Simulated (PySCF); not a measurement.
Molecule (SMILES): [C-]#[S+] (C-S).
Geometry (B3LYP-D3(BJ)/def2-TZVP, fixed):
```xyz
2

C      0.0000     0.0000    -1.1142
S      0.0000     0.0000     0.4178
```
Charge 0, spin multiplicity 1.

How fast the isotropic shielding of C1 converges with the basis for several methods (PySCF): deviation from each method's own reference, in ppm. References: HF -338.27 ppm, the value in pcSseg-3; PBE -268.91 ppm, the value in pcSseg-3; PBE0 -289.26 ppm, the value in pcSseg-3. All functions are spherical. No added dispersion term, no relativity. GIAO; atoms are numbered in the order shown.

```json
[
 {"basis": "cc-pV(D+d)Z", "functions": "37", "HF": "29.63", "PBE": "48.33", "PBE0": "44.08"},
 {"basis": "6-311++G(2d,2p)", "functions": "62", "HF": "23.54", "PBE": "30.82", "PBE0": "29.95"},
 {"basis": "def2-TZVP", "functions": "68", "HF": "7.65", "PBE": "19.89", "PBE0": "17.27"},
 {"basis": "pcSseg-2", "functions": "79", "HF": "0.03", "PBE": "1.52", "PBE0": "1.20"},
 {"basis": "def2-TZVPD", "functions": "83", "HF": "8.37", "PBE": "21.61", "PBE0": "18.54"},
 {"basis": "6-311++G(3df,3pd)", "functions": "86", "HF": "18.48", "PBE": "25.88", "PBE0": "24.63"},
 {"basis": "def2-TZVPPD", "functions": "88", "HF": "8.43", "PBE": "21.78", "PBE0": "18.70"},
 {"basis": "aug-cc-pV(T+d)Z", "functions": "101", "HF": "16.04", "PBE": "25.83", "PBE0": "23.84"},
 {"basis": "cc-pCVTZ", "functions": "102", "HF": "6.83", "PBE": "3.84", "PBE0": "4.93"},
 {"basis": "cc-pV(Q+d)Z", "functions": "119", "HF": "5.78", "PBE": "9.38", "PBE0": "8.92"},
 {"basis": "pcSseg-3", "functions": "148", "HF": "0.00", "PBE": "0.00", "PBE0": "0.00"},
 {"basis": "cc-pCVQZ", "functions": "193", "HF": "3.28", "PBE": "0.92", "PBE0": "1.67"}
]
```

Mean absolute deviation over 6-311++G(2d,2p), def2-TZVP, pcSseg-2, def2-TZVPD, 6-311++G(3df,3pd), def2-TZVPPD, aug-cc-pV(T+d)Z, cc-pCVTZ: HF 11.17, PBE0 17.38, PBE 18.90 ppm.
